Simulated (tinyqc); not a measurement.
Inside a calculation. Method: extended Hueckel theory, for CH3-. The parameters take no account of the charge, which enters only through the electron count, and nothing here shows that the anion is bound. One step of it, computed by the program tinyqc.

Problem. Wolfsberg-Helmholz matrix. H_ij = K' S_ij (H_ii + H_jj)/2 for i != j (the diagonal keeps H_ii), with K' = 1.75.

overlap S, lower triangle:
```
           1C 2s     1C 2px     1C 2py     1C 2pz     2H 1s     3H 1s     4H 1s
1C 2s   1.000000
1C 2px  0.000000   1.000000
1C 2py  0.000000   0.000000   1.000000
1C 2pz  0.000000   0.000000   0.000000   1.000000
2H 1s   0.533335   0.514115   0.000000  -0.023254  1.000000
3H 1s   0.533065  -0.257122   0.445038  -0.023237  0.152601  1.000000
4H 1s   0.533065  -0.257122  -0.445038  -0.023237  0.152601  0.152614  1.000000
```

diagonal H_ii (eV): 1C 2s -21.400000, 1C 2px -11.400000, 1C 2py -11.400000, 1C 2pz -11.400000, 2H 1s -13.600000, 3H 1s -13.600000, 4H 1s -13.600000

K = 1.750000

Give: H.

Solution.

H (eV), lower triangle:
```
           1C 2s    1C 2px    1C 2py    1C 2pz     2H 1s     3H 1s     4H 1s
1C 2s   -21.4000
1C 2px    0.0000  -11.4000
1C 2py    0.0000    0.0000  -11.4000
1C 2pz    0.0000    0.0000    0.0000  -11.4000
2H 1s   -16.3334  -11.2463    0.0000    0.5087  -13.6000
3H 1s   -16.3251    5.6245   -9.7352    0.5083   -3.6319  -13.6000
4H 1s   -16.3251    5.6245    9.7352    0.5083   -3.6319   -3.6322  -13.6000
```
